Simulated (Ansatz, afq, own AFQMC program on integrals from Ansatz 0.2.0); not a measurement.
SiH$_{3}$O, doublet: AFQMC among the cluster methods

```yaml
atoms:
  - { symbol: Si, position_ang: [-0.0742, -0.0229, 0.4631] }
  - { symbol: O, position_ang: [0.0665, 0.0831, -0.8532] }
  - { symbol: H, position_ang: [0.6549, -1.2187, 0.9923] }
  - { symbol: H, position_ang: [0.4984, 1.2279, 1.0288] }
  - { symbol: H, position_ang: [-0.1414, -0.6895, -1.3810] }
```

Connectivity, by distances: SiH2–OH.

Basis cc-pVDZ. Only valence electrons are correlated. Ansatz 0.2.0 and our own AFQMC program on the same integrals; the CISD trial comes from CCSD amplitudes, and released means the phaseless constraint is let go. Free AFQMC starts from the CCSD state and is never constrained. Its projection time is finite, and what remains of the start isn't in its error. Error bars are statistical, one sigma.

Determinant: UHF, the one that the program's search chose, which needn't be the lowest solution. The geometry is a point of a scan.

No full CI on the walks' own integrals is used here. The released AFQMC energy serves as the reference, which it does only where one determinant dominates, the energy is flat over the last release times and near the phaseless one (40 meV or 2 meV an electron, half that with transition metals). On small molecules, where full CI could be run and the noise was under 10 meV, such values lay within 10 meV of it in 19 cases of 20, a flattering rate, since the rule was set on those same cases; what remains of the bias isn't in the error bar.

Cautions: the released value is read at 2.40 1/Eh with a noise of 21 meV, more than in the cases checked (meV from the phaseless value at times in 1/Eh: -1 ± 11 at 0.24, -3 ± 13 at 0.51, 1 ± 12 at 0.99, 12 ± 17 at 1.62, 26 ± 21 at 2.40).

The T1 diagnostic is 0.0118, the weight of the determinant in the CISD state is 0.904 and the ⟨S²⟩ of the determinant is 0.753. The size of the correlated space is 13 electrons in 41 orbitals.

Reference: AFQMC with the constraint released, correlation energy -8.110 ± 0.021 eV.

```tsv
level	E − E(reference) (kJ/mol)	share of correlation (%)
HF	782.5 ± 2.0	0.00
MP2	78.3 ± 2.0	89.99
CCSD	15.5 ± 2.0	98.01
CCSD(T)	1.5 ± 2.0	99.80
ph-AFQMC/HF	5.6 ± 5.6	99.29
ph-AFQMC/CISD	-2.5 ± 2.3	100.32
free AFQMC	-2.0 ± 2.6	100.25
```

Free projections are given only where their last times agree within the noise and don't stop above the reference; a slow remainder of the start can still hide under it. Released energies are given only where the last usable release times agree within the noise; a slower fall can still hide under it.
